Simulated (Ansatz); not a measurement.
Cost and result for the atomization energy of `O=C1SC1(F)F` (6 atoms, 6 bonds).

The species carries charge 0 and has multiplicity 1. The geometry is a stationary point of PBE0-D4/def2-TZVP. Program: Ansatz. All runs use 2 threads of an Arm Neoverse V1 on a shared host. Times are those of one run each, without the atoms' runs, and a repeat can differ threefold. Electronic energies, without spin–orbit coupling; frozen cores. CCSD(T)/CBS adds CCSD(T) − MP2 in def2-TZVPP to the MP2 limit, and its time is that of the two runs behind it. T1 = 0.017. HSE06 is the plane-wave form, built on full-range PBE exchange.

CCSD(T)/CBS is a level of theory with its own doubt, some kJ/mol a heavy atom from the limit and from the frozen cores, so smaller differences don't rank the functionals.

```csv
level,functions,wall time
revPBE-D4/def2-TZVPP,197,2.4 s
BLYP-D4/def2-TZVPP,197,2.4 s
PBE-D4/def2-TZVPP (with forces),197,2.8 s
HSE06-D4/def2-TZVPP,197,3.6 s
CAM-B3LYP-D4/def2-TZVPP,197,3.8 s
CCSD(T)/def2-SVP,88,5.5 s
r2SCAN-D4/def2-TZVPP (with forces),197,6 s
ωB97X-V/def2-TZVPP,197,9.5 s
B97M-V/def2-TZVPP,197,11 s
ωB97M-V/def2-TZVPP (with forces),197,13 s
MP2/def2-QZVPP,355,21 s
CCSD(T)/def2-TZVPP,197,2.4 min
CCSD(T)/CBS(def2),–,2.7 min
```

Q: What atomization energy does each give, and how far from CCSD(T)/CBS? (An estimate is asked.)

A: Computed: 
| level | atomization (kJ/mol) | difference from CCSD(T)/CBS | per bond |
| --- | --- | --- | --- |
| revPBE-D4/def2-TZVPP | 2628.9 | 111.4 | 18.6 |
| BLYP-D4/def2-TZVPP | 2593.0 | 75.5 | 12.6 |
| PBE-D4/def2-TZVPP (with forces) | 2748.9 | 231.4 | 38.6 |
| HSE06-D4/def2-TZVPP | 2587.7 | 70.2 | 11.7 |
| CAM-B3LYP-D4/def2-TZVPP | 2527.3 | 9.8 | 1.6 |
| CCSD(T)/def2-SVP | 2359.1 | -158.4 | -26.4 |
| r2SCAN-D4/def2-TZVPP (with forces) | 2587.7 | 70.2 | 11.7 |
| ωB97X-V/def2-TZVPP | 2544.3 | 26.8 | 4.5 |
| B97M-V/def2-TZVPP | 2565.0 | 47.5 | 7.9 |
| ωB97M-V/def2-TZVPP (with forces) | 2548.7 | 31.2 | 5.2 |
| MP2/def2-QZVPP | 2647.2 | 129.7 | 21.6 |
| CCSD(T)/def2-TZVPP | 2424.9 | -92.6 | -15.4 |
| CCSD(T)/CBS(def2) | 2517.5 | 0.0 | 0.0 |

From r2SCAN to r2SCAN0 (25 % exact exchange), in def2-TZVPP and without D4, the atomization energy moves by −132.9 kJ/mol: exact exchange takes away binding that semilocal exchange gives to molecules. The D4 term adds +22.9 kJ/mol with B3LYP and +11.7 kJ/mol with PBE0; it sums over pairs of atoms, weighted by their polarisabilities, and B3LYP, whose exchange is more repulsive, gets the larger term. At CCSD(T), def2-SVP lies −158.4 kJ/mol from the extrapolated value and def2-TZVPP −92.6 kJ/mol: correlation converges slowly with the basis, and small sets miss more of it in the bonded molecule than in its fragments.

B3LYP here is the variant with VWN-RPA as its local correlation; programs differ in this.
